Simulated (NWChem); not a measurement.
System: hydroxide (OH anion); SMILES [OH-]

The following NWChem deck was run.

```
start job
memory heap 200 mb stack 900 mb global 1100 mb
charge -1
geometry units angstroms noautosym nocenter noautoz
  O      0.000000     0.000000     0.103125
  H      0.000000     0.000000    -0.864404
end
basis spherical
  O library def2-svp
  H library def2-svp
end
dft
  xc hfexch
  iterations 150
end
property
  efieldgrad
end
task dft property
```

Sets without diffuse functions describe the anion's extra electron poorly. Coordinates come from a B3LYP/def2-SVPD optimisation.

Vzz is the largest principal value of the second derivative of the potential at the nucleus (NWChem prints the opposite sign); η is the asymmetry. Non-relativistic.

Atoms are numbered as in the input.

Question: Give the results of this calculation. (Hartree-Fock/def2-SVP.) Quantities: Vzz O1 (a.u.); η O1.

Answer: The vzz O1 (a.u.) is 2.298 and the η O1 is 0.00.
